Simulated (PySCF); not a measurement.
**How methods differ on the ionisation energy of Al**

Al [Ne] 3s2 3p1 (2P) → Al⁺ [Ne] 3s2 (1S), as a difference of total energies. Calculation: PySCF 2.14, in aug-cc-pwCVTZ; no relativity, point nucleus. Correlated levels: valence and next inner shell: 1s2 frozen. The calculations carry no spin-orbit coupling.

```tsv
method	ionisation energy (eV)
UHF	5.599
MP2 (valence and next inner shell)	5.805
SCS-MP2 (valence and next inner shell)	5.793
CCSD (valence and next inner shell)	5.908
CCSD(T) (valence and next inner shell)	5.934
```

Q: How much does correlation contribute at CCSD(T) (valence and next inner shell)?

A: 5.934 − (5.599) = 0.335 eV, measured against UHF.

Errors of the correlated levels include the incompleteness of this basis and the frozen core.

For comparison: 5.977 eV (measured; NIST levels, between the centres of gravity of the two terms).
